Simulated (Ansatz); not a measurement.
Grey tin (α-Sn) was calculated with r²SCAN (Ansatz, a quantum-chemistry and plane-wave program, PAW).

Numerical settings: plane-wave cutoff 600 eV, 20×20×20 k mesh, Fermi–Dirac smearing 0.05 eV, finite displacements, scalar-relativistic PAW data made under PBE.

The cell has the measured lattice: a = b = c = 6.4830 Å, α = β = γ = 90.00°.

### Question
Give the computed zone-centre TO phonon frequency.

### Answer

* **zone-centre TO phonon frequency**: 199 cm⁻¹

Measured, for comparison: zone-centre TO phonon frequency 200 cm⁻¹ (low temperature, zero-point motion not removed; as tabulated in Tanner et al. (2021), arXiv:2110.11888). Computed (rounded) less measured: zone-centre TO phonon frequency -0.5 %.

Note: the solid has no gap at this level, which affects its response; the cell isn't this level's own, so it is under some stress, which shifts stiffness and frequencies.

Spin–orbit coupling is not included.
